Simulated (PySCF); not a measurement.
Species: F₂.
Numbering: `[F:1][F:2]`

Computed with PySCF at CAM-B3LYP/def2-SVPD, non-relativistic, on one gas-phase PBE0-D3(BJ)/def2-SVP geometry that isn't relaxed in the solvent. The solvent is an IEF-PCM continuum (van der Waals radii × 1.2), and excitations are vertical TDDFT with non-equilibrium linear response and a frozen core. Specific hydrogen bonds and non-electrostatic terms are outside this model.

Gas-phase singlets (H = HOMO, L = LUMO):

```csv
state,E (eV),λ (nm),f,leading configurations
S1,4.859,255,0.000,"H-1→L 69%, H→L 30%"
S2,4.859,255,0.000,"H→L 69%, H-1→L 30%"
S3,8.759,142,0.000,"H-3→L 81%, H-2→L 18%"
S4,8.759,142,0.000,"H-2→L 81%, H-3→L 18%"
S5,12.852,96,0.000,H→L+2 95%
```

How does the list change in chloroform (ε = 4.711)?

```csv
state,E (eV),λ (nm),f,leading configurations,change by rank (eV)
S1,4.864,255,0.000,H→L 99%,+0.005
S2,4.864,255,0.000,H-1→L 99%,+0.005
S3,8.767,141,0.000,H-2→L 99%,+0.008
S4,8.767,141,0.000,H-3→L 99%,+0.008
S5,12.835,97,0.000,H→L+2 95%,-0.017
```

How does the list change in methanol (ε = 32.61)?

```
state  E (eV)  λ (nm)      f  leading configurations  change by rank (eV)
   S1   4.868     255  0.000                 H→L 98%               +0.009
   S2   4.868     255  0.000               H-1→L 98%               +0.009
   S3   8.771     141  0.000               H-2→L 99%               +0.012
   S4   8.771     141  0.000               H-3→L 99%               +0.012
   S5  12.841      97  0.000               H→L+2 95%               -0.011
```

How do the frontier levels move from gas to methanol?

```
orbital  gas (eV)  solvent (eV)  change (eV)  Löwdin shares, gas  Löwdin shares, solvent
 LUMO+2      3.66          3.71        +0.05    F2 50 %, F1 50 %        F1 50 %, F2 50 %
 LUMO+1      3.42          3.48        +0.06    F1 50 %, F2 50 %        F2 50 %, F1 50 %
   LUMO     -2.39         -2.34        +0.05    F1 50 %, F2 50 %        F2 50 %, F1 50 %
   HOMO    -13.50        -13.47        +0.03    F2 50 %, F1 50 %        F1 50 %, F2 50 %
 HOMO-1    -13.50        -13.47        +0.03    F2 50 %, F1 50 %        F1 50 %, F2 50 %
 HOMO-2    -17.41        -17.38        +0.03    F1 50 %, F2 50 %        F2 50 %, F1 50 %
 HOMO-3    -17.41        -17.38        +0.03    F1 50 %, F2 50 %        F2 50 %, F1 50 %
```

The HOMO–LUMO gap goes from 11.12 to 11.13 eV. Shares within a degenerate set are those of one arbitrary member.
